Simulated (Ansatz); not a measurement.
We consider B20 (FeSi-type) FeSi, described by PBE in Ansatz (plane waves, PAW).

Settings: plane-wave cutoff 520 eV, 8×8×8 k mesh, Fermi–Dirac smearing 0.01 eV, no spin polarisation, scalar-relativistic PAW data made under PBE.

Cell (measured lattice):

```xyz
8
Lattice="-4.4869 0.0000 0.0000 0.0000 -4.4869 0.0000 0.0000 0.0000 4.4869" Properties=species:S:1:pos:R:3 pbc="T T T"
Fe    -3.8743    -2.8560     1.6309
Fe    -1.6309    -3.8743     2.8560
Fe    -0.6125    -0.6125     0.6125
Fe    -2.8560    -1.6309     3.8743
Si    -0.7071    -1.5363     2.9506
Si    -2.9506    -0.7071     1.5363
Si    -3.7797    -3.7797     3.7797
Si    -1.5363    -2.9506     0.7071
```

Problem. Estimate the band gap, smallest direct gap on the k points sampled and direct gap at Γ that the calculation returns.

Solution. 
* **band gap**: 0.13 eV (indirect)
* **smallest direct gap on the k points sampled**: 0.16 eV
* **direct gap at Γ**: 0.66 eV

Measured, for comparison: band gap 0.05 eV (temperature not stated, not corrected to a static lattice, indirect, transport; lower end of the printed range; as tabulated in Tomczak (2018), arXiv:1802.07220).

Note: cell and atoms aren't relaxed at this level (largest force component 0.14 eV/Å, pressure -5.9 GPa).

The computed numbers hold no vibrational or temperature effects.

Ansatz is a program for electronic structure.
